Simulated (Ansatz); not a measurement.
Calculated with Ansatz (gas phase, PBE0-D4/def2-TZVP geometries, no zero-point term in ΔE). CCSD(T)/CBS is the MP2 limit (def2-TZVPP, def2-QZVPP) plus CCSD(T) − MP2 in def2-TZVPP, frozen cores. This one scheme is used for every species. Functionals use def2-TZVPP. B3LYP here is the variant with VWN-RPA as its local correlation; programs differ in this. Triplets are unrestricted, without spin–orbit coupling. One conformer a species, not always the lowest.

Reaction (formal loss of a carbene): `COC=S` → `[CH2]` (triplet) + `OC=S`

| level | ΔE (kJ/mol) | difference from CCSD(T)/CBS |
| --- | --- | --- |
| r2SCAN-D4 | 374.7 | -19.6 |
| PBE0-D4 | 392.1 | -2.2 |
| B3LYP-D4 | 392.5 | -1.8 |
| CAM-B3LYP-D4 | 397.4 | 3.1 |
| ωB97X-V | 409.0 | 14.7 |
| ωB97M-V | 397.7 | 3.4 |
| PBE-QIDH | 390.2 | -4.1 |
| BLYP | 382.9 | -11.4 |
| MP2/def2-SVP | 386.5 | -7.8 |
| MP2/def2-TZVPP | 394.6 | 0.3 |
| SCS-MP2/def2-TZVPP | 399.5 | 5.2 |
| CCSD/def2-TZVPP | 374.1 | -20.2 |
| HF/def2-QZVPP | 257.9 | -136.4 |
| SCS-MP2/def2-QZVPP | 405.8 | 11.5 |
| HF/CBS(def2) | 257.9 | -136.4 |
| MP2/CBS(def2) | 403.5 | 9.2 |
| CCSD(T)/CBS | 394.3 | 0 |

Largest T1 diagnostic among the species: 0.018.

From BLYP to BHLYP (50 % exact exchange), in def2-TZVPP and without D4, ΔE moves by −7.7 kJ/mol. Leaving LDA and LC-ωPBE aside and taking each functional with its dispersion term where it has one, the values, not all of them listed here, spread over 40.2 kJ/mol, from r2SCAN0-D4 to ωB97X-V. LDA lies +70.6 kJ/mol from PBE without D4. At CCSD(T), def2-SVP lies −12.4 kJ/mol from the extrapolated value and def2-TZVPP −8.9 kJ/mol.
